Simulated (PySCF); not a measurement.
## The first ionisation energy along group 15

Calculated with PySCF 2.14 from differences of total energies of unrestricted determinants, without spin-orbit coupling. Values in eV. The last column holds reference values (NIST; (s) semi-empirical, (t) theoretical, else measured). Unmarked ones compare directly (S terms, centres of terms, or small fine structure); those marked * lie between the lowest fine-structure levels and include a spin-orbit shift.

```
                       element                         configurations     UHF  MP2 (valence)  SCS-MP2 (valence)  CCSD (valence)  CCSD(T) (valence)  reference
 N (x2c-SVPall, spin-free X2C)            [He] 2s2 2p3 → [He] 2s2 2p2  14.030         14.448             14.237          14.273             14.269     14.545
 P (x2c-SVPall, spin-free X2C)            [Ne] 3s2 3p3 → [Ne] 3s2 3p2   9.925         10.245             10.116          10.163             10.165     10.526
Sb (x2c-SVPall, spin-free X2C)  [Kr] 4d10 5s2 5p3 → [Kr] 4d10 5s2 5p2   8.574          8.859              8.761           8.825              8.828      9.124
```

| method | elements | mean error (eV) | mean absolute error (eV) | largest error (eV) |
| --- | --- | --- | --- | --- |
| UHF | 3 | -0.556 | 0.556 | -0.601 |
| MP2 (valence) | 3 | -0.215 | 0.215 | -0.281 |
| SCS-MP2 (valence) | 3 | -0.360 | 0.360 | -0.410 |
| CCSD (valence) | 3 | -0.312 | 0.312 | -0.363 |
| CCSD(T) (valence) | 3 | -0.311 | 0.311 | -0.361 |

Errors include the incompleteness of the basis and the frozen core.

"Valence" correlates the outer s and p shells and, in groups 3 to 12 and the f block, the outer d or f shell, open or full, or the next shell where the ion has no valence electron left; the wider scheme adds the next inner shell.
